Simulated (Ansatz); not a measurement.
## C4H9FO, SMILES CCC(F)OC: a single point in a Gaussian basis

Computed with Ansatz 0.2.0 through its Python package.

Contents of `c4h9fo.xyz`:
```text
15

C    -2.28660    0.17530    0.13200
C    -1.03070   -0.68740    0.02890
C     0.23300    0.16330   -0.11460
F     0.16370    0.88860   -1.29520
O     1.35630   -0.69400   -0.14370
C     2.53920    0.06260   -0.00970
H    -2.22180    0.84890    1.01290
H    -2.41630    0.78440   -0.78760
H    -3.17640   -0.47830    0.25080
H    -1.12380   -1.36500   -0.84760
H    -0.94940   -1.31280    0.94460
H     0.28090    0.86590    0.75070
H     2.58600    0.55980    0.98440
H     2.63850    0.81300   -0.82520
H     3.40740   -0.62430   -0.08060
```

Script `c4h9fo.py`:
```python
# -*- coding: utf-8 -*-
"""Electronic structure of the C4H9FO molecule."""

import sys

import ansatz as az
import numpy as np

geometry = az.Crystal.molecule_from_extxyz("c4h9fo.xyz")

setup = (
    geometry.calculation()
    .basis(gaussian="6-31G*")
    .functional("pbe")
    .forces()
)
try:
    r = setup.run(threads=1, pin="off").report
except az.AnsatzError as error:
    sys.exit(f"{type(error).__name__}: {error}")

for key in ("converged", "free_energy_ev", "reference_energy_ev", "n_frozen", "n_occupied", "n_virtual"):
    print(f"{key:22s} {r[key]}")

field = r["mean_field"]
print("<S^2> =", round(abs(field["state"]["spin_squared"]), 4), " relativity:", field["relativity"])
print("passes:", field["passes"])
if "symmetry" in field:
    print("occupied orbitals by irrep:", field["symmetry"]["occupied"])

symbols = [site.symbol for site in geometry.cartesian_sites]
print("forces (eV/A)")
for symbol, f in zip(symbols, r["forces_ev_ang"]):
    print(f"  {symbol:2s} {f[0]:9.4f} {f[1]:9.4f} {f[2]:9.4f}")

charges = r["charge_distribution"]
print("dipole moment", round(4.803205 * float(np.linalg.norm(charges["dipole_moment_e_ang"])), 3), "D")
print("Mulliken:", [(s, round(q, 3)) for s, q in zip(symbols, charges["mulliken_charges_e"])])
```

```console
$ python c4h9fo.py
converged              True
free_energy_ev         -9047.7189027717
reference_energy_ev    -9047.7189027717
n_frozen               0
n_occupied             [25, 25]
n_virtual              [83, 83]
<S^2> = 0.0  relativity: none
passes: {'evaluations': 18, 'products': 12}
occupied orbitals by irrep: [{'A': 25}, {'A': 25}]
forces (eV/A)
  C    -0.2179    0.0433   -0.0781
  C    -0.0472   -0.1738   -0.0927
  C    -0.2619   -1.3611    0.4570
  F     0.0131    0.3942   -0.1385
  O    -0.7885    0.3955    0.0674
  C     0.9686    0.1233   -0.0908
  H    -0.1454   -0.0466   -0.2075
  H    -0.0130   -0.0655    0.2898
  H     0.1275    0.2625   -0.0018
  H     0.2220    0.0786    0.2137
  H     0.1904    0.0810   -0.2649
  H     0.2720    0.1911   -0.2679
  H    -0.0011    0.1076   -0.1396
  H    -0.0406   -0.0388    0.2507
  H    -0.2777    0.0086    0.0032
dipole moment 1.238 D
Mulliken: [('C', -0.491), ('C', -0.333), ('C', 0.36), ('F', -0.27), ('O', -0.408), ('C', -0.272), ('H', 0.155), ('H', 0.173), ('H', 0.163), ('H', 0.171), ('H', 0.161), ('H', 0.112), ('H', 0.145), ('H', 0.164), ('H', 0.171)]
```

What to keep in mind:
- Total energies depend on the basis set; only differences at equal settings carry meaning.
- The geometry is a force-field or estimated start, not a minimum of this method, and the basis set is short of its limit.
- Run time: 4 s on 1 thread of Arm Neoverse V2 (shared host), peak memory 0.22 GiB.

(A comment or docstring line of the script was reworded after the run, the code is as it ran; lines on the test bed's own set-up are left out of the output.)
